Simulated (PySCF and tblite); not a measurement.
Results of a calculation; reference values are marked as such.
System: CH4S2, numbered as in [CH3:1][S:2][SH:3].

Motion: rotation about the S2–S3 bond (torsion C1–S2–S3–H from 88° to 272°, rising). GFN2-xTB gives an electronic barrier of 3.2 kcal/mol.

(1) What does PBE0/pcSseg-2 + D3(BJ) give on PBE0-D3(BJ)/def2-SVP geometries?

(2) And the level of the geometries itself, PBE0-D3(BJ)/def2-SVP?

Programs: tblite and PySCF.

## Answers

(1) A barrier of 6.2 kcal/mol, 3.0 above the tight-binding barrier (from unrounded values) and, with GFN2-xTB thermal terms, ΔG‡(298 K) = 6.2 kcal/mol and k = 1.9×10⁸ s⁻¹ (1 equivalent path).

(2) 5.8 kcal/mol.
